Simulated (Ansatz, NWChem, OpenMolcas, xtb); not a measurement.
**A small benchmark: dipole moment**

6 molecules with nitrogen; the dipole moment in D, computed less measured. Shapes, held fixed at every level: PBE0-D4/def2-TZVP. No vibrational averaging. Dipoles are compared by magnitude; molecules under 1 D, whose direction can flip, are left out. Programs: Ansatz 0.2.0, NWChem 7.3.0, OpenMolcas 26.06, xtb 6.7.1. A level may come from different programs for different species; with the same settings they agree closely. Measured values: NIST CCCBDB.

Levels: A = GFN2-xTB; B = HF/def2-SVP; C = r2SCAN-D4/def2-TZVPP; D = B3LYP/6-31G* (spherical functions); E = B3LYP-D4/def2-TZVPP.

```tsv
molecule	measured	A	B	C	D	E
CH3N (methanimine)	2.00	-0.04	+0.20	-0.04	-0.06	-0.01
C2F3N (cyanotrifluoromethane)	1.33	-1.16	-0.16	+0.16	+0.14	+0.07
CH5N (methylamine)	1.31	+0.15	+0.13	-0.03	+0.10	-0.01
C3H3NO (oxazole)	1.50	+0.20	+0.02	+0.07	+0.05	+0.06
C2H7N (dimethylamine)	1.03	+0.12	+0.06	-0.13	-0.05	-0.10
C4H5N (pyrrole)	1.84	+0.25	+0.18	+0.10	+0.10	+0.07
```

Task: Sum up the errors.

Result: 
| level | kind | mean error | mean absolute error | worst case |
| --- | --- | --- | --- | --- |
| GFN2-xTB | semi-empirical | -0.080 | 0.320 | C2F3N |
| HF/def2-SVP | Hartree–Fock | +0.072 | 0.125 | CH3N |
| r2SCAN-D4/def2-TZVPP | meta-GGA | +0.022 | 0.088 | C2F3N |
| B3LYP/6-31G* (spherical functions) | global hybrid | +0.047 | 0.083 | C2F3N |
| B3LYP-D4/def2-TZVPP | global hybrid | +0.013 | 0.053 | C2H7N |

On this set B3LYP-D4/def2-TZVPP has the smallest mean absolute error and GFN2-xTB the largest. GFN2-xTB is too high in 4 of 6; HF/def2-SVP is too high in 5 of 6; B3LYP/6-31G* (spherical functions) is too high in 4 of 6. The tabulated values of C2F3N, C4H5N are in doubt (older tables, estimates, or at odds with other calculations) and kept here. Over the 4 molecules whose values aren't doubted the mean absolute errors are A 0.128; B 0.103; C 0.068; D 0.065; E 0.045. The smallest two are near a tie. The set is small.
